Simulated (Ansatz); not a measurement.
The input, for Ansatz 0.2.0:

```yaml
crystal:
  periodic: [false, false, false]
  atoms:
    - {symbol: Li, position_ang: [0.000000, 0.000000, 0.000000]}
    - {symbol: Be, position_ang: [0.000000, 0.000000, 3.620000]}
basis:
  gaussian: {orbitals: pcseg-2}
total_charge: -1
magnetization: {spin_polarized: true, initial_magnetization: 0}
correlation: {method: ccsdt, electrons: all}
```

```sh
$ ansatz run in.yaml --threads 1 --pin off --events-out ev --progress --plain --max-ram 2393MiB
```

Log:

```
529 factors; integrals over basis functions are off by at most 2.0e-7 eV
mean field evaluation 1: about -597.9263 eV, gradient 3.0e0 eV
mean field evaluation 2: about -597.9227 eV, gradient 3.0e0 eV
mean field evaluation 4: about -598.4399 eV, gradient 4.6e-1 eV
mean field evaluation 8: about -598.4509 eV, gradient 1.7e-3 eV
mean field evaluation 16: about -598.5000 eV, gradient 3.1e-1 eV
mean field evaluation 32: about -598.5845 eV, gradient 7.3e-2 eV
mean field evaluation 64: about -595.5043 eV, gradient 6.3e0 eV
mean field evaluation 96: about -598.7811 eV, gradient 6.7e-5 eV
mean field evaluation 128: about -598.7511 eV, gradient 2.8e-1 eV
mean field evaluation 160: about -598.5626 eV, gradient 1.7e0 eV
...
cycle  15  -2.04011325 eV  change    2.2e-5 eV  update   9.7e-5
cycle  16  -2.04015210 eV  change   -3.9e-5 eV  update   5.1e-5
cycle  17  -2.04016759 eV  change   -1.5e-5 eV  update   2.4e-5
cycle  18  -2.04015570 eV  change    1.2e-5 eV  update   1.2e-5
cycle  19  -2.04014921 eV  change    6.5e-6 eV  update   6.3e-6
cycle  20  -2.04014431 eV  change    4.9e-6 eV  update   3.4e-6
cycle  21  -2.04014500 eV  change   -6.9e-7 eV  update   1.8e-6
cycle  22  -2.04014569 eV  change   -6.9e-7 eV  update   8.8e-7
cycle  23  -2.04014602 eV  change   -3.3e-7 eV  update   4.2e-7
cycle  24  -2.04014617 eV  change   -1.5e-7 eV  update   2.2e-7
Total energy: -600.82128078 eV, -22.0797748175 hartree
```

Ran on 1 thread of Arm Neoverse V2, shared host: 3.6 s wall, 0.2 GiB peak host memory.
